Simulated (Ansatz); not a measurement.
**OSi: energy of protonation at one site, by script**

The task is the energy of protonation at one site, for OSi.

All numbers are computed with the Python package of Ansatz 0.2.0. Level of theory: B3LYP/6-31G*.

## (1) The structure

Bond lengths: Si1–O2 1.715 Å.

The script reads osi.xyz:

```xyz
2

Si    0.00000    0.00000    0.00000
O     0.00000    0.00000    1.71500
```

## (2) The code

Contents of osi_pa.py:

```python
# -*- coding: utf-8 -*-
"""Adding a proton to OSi."""

import ansatz as az
import numpy as np


def main():
    geometry = az.Crystal.molecule_from_extxyz("osi.xyz")

    setup = (
        geometry.calculation()
        .basis(gaussian="6-31G*")
        .functional("B3LYP")
        .scf(lower_state_search="off")
    )
    symbols = [site.symbol for site in geometry.cartesian_sites]
    start = np.array([site.position_ang for site in geometry.cartesian_sites], dtype=float)
    rep = setup.relax(force_tolerance=0.01, max_steps=100).run().report
    end = np.array(rep["positions_ang"])

    # start the new hydrogen opposite the existing bonds
    away = sum((end[1] - end[j]) / np.linalg.norm(end[1] - end[j]) for j in [0]) + np.array([0.15, 0.1, -0.2])
    proton = end[1] + 1.0 * away / np.linalg.norm(away)
    acid = az.Crystal.molecule()
    for symbol, place in zip(symbols, end):
        acid = acid.atom(symbol, place.tolist())
    acid = acid.atom("H", proton.tolist())
    protonated = (
        acid.calculation()
        .basis(gaussian="6-31G*")
        .functional("B3LYP")
        .scf(lower_state_search="off")
        .charge(1)
        .relax(force_tolerance=0.01, max_steps=80)
    )
    after = protonated.run().report
    xyz = np.array(after["positions_ang"])
    reach = np.linalg.norm(xyz[:-1] - xyz[-1], axis=1)
    print(f"base {rep['free_energy_ev']:.5f} eV, protonated {after['free_energy_ev']:.5f} eV")
    print(f"the proton ends {reach.min():.3f} A from {symbols[reach.argmin()]}{reach.argmin()}")
    print(f"electronic proton affinity {96.485332 * (rep['free_energy_ev'] - after['free_energy_ev']):.1f} kJ/mol")


if __name__ == "__main__":
    main()
```

## (3) What the engine is handed

The engine receives this input (first run):

```yaml
crystal:
  periodic: [false, false, false]
  atoms:
    - { symbol: Si, position_ang: [0.0, 0.0, 0.0] }
    - { symbol: O, position_ang: [0.0, 0.0, 1.715] }
basis:
  gaussian:
    orbitals: "6-31G*"
hamiltonian:
  xc: b3lyp
scf:
  lower_state_search: "off"
relax:
  f_tol: 0.01
  max_steps: 100
```

## (4) Launch

Started as:

```bash
> python osi_pa.py
```

Q: Predict the main results. Wanted: electronic proton affinity; moves of the relaxation of run 1; energy gained in run 1; last largest force component of run 1; moves of the relaxation of run 2; energy gained in run 2; last largest force component of run 2.

As calculated:

| quantity | value |
| --- | --- |
| electronic proton affinity | 816.2 kJ/mol |
| runs compared | 2 |
| moves of the relaxation of run 1 | 5 |
| energy gained in run 1 | 0.755 eV |
| last largest force component of run 1 | 0.0001 eV/Å |
| moves of the relaxation of run 2 | 4 |
| energy gained in run 2 | 0.064 eV |
| last largest force component of run 2 | 0.0089 eV/Å |

**Reading.** Run 1: The relaxation took 5 moves; the largest shift is 0.096 Å. Run 2: After 4 moves the largest shift is 0.086 Å, of atom 2 (O). Caveats:
- The proton is put on one chosen atom, which needn't be the most basic site, so the molecule's proton affinity can be higher; the ends are stationary points, not checked by frequencies, and zero-point and thermal terms count only where printed.
- b3lyp holds the VWN-RPA fit, as in Gaussian; the form of ORCA and Turbomole is b3lyp5.
- The spin state was assumed, and another may lie lower.
